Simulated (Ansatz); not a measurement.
A made-up structure of C$_{2}$H$_{6}$N (charge +1), singlet:

```xyz
9
angstrom
C 0.0122 0.5041 0.1073
N -0.6792 0.6613 -0.9439
C 0.4962 -0.7623 0.6407
H -0.9442 -0.1519 -1.4997
H -0.9648 1.5992 -1.2255
H 0.2718 1.3683 0.6635
H 0.1694 -1.5761 -0.0026
H 1.5856 -0.7268 0.6870
H 0.0985 -0.8897 1.6486
```

It is relaxed with PBE-D4/def2-SVP and then PBE0-D4/def2-TZVP (Ansatz 0.2.0). Atoms count as bonded within 1.22 times the sum of their covalent radii (H–H: 0.88 Å). The end point is not checked to be a true minimum.

Problem. Does its bonding change? (Judge from chemistry; the calculation decides.)

Solution. The calculation gives: No: no bond forms or breaks.

Where it ends: The first stage lowers the energy by 0.15 eV in 5 steps. It ends as C₂H₆N ([CH3][CH][NH2]), total charge +1:
```tsv
atom	x (Å)	y (Å)	z (Å)
C1	0.0217	0.5144	0.1228
N2	-0.6770	0.6669	-0.9382
C3	0.4851	-0.7744	0.6214
H4	-0.9561	-0.1251	-1.5091
H5	-0.9787	1.5838	-1.2496
H6	0.2724	1.4226	0.6686
H7	0.1813	-1.6184	0.0038
H8	1.5781	-0.7410	0.7084
H9	0.1186	-0.9026	1.6473
```

Labels in which every atom is bracketed show which atoms are joined, not bond orders.

For scale, one of the runs: PBE0-D4/def2-TZVP relaxation, 129 basis functions, launched by `ansatz run in.yaml --threads 2 --pin off --events-out ev --progress --plain --max-ram 4352MiB`. Hardware: 2 CPU threads of an Arm Neoverse V2, shared host. Wall time about 8.5 s.
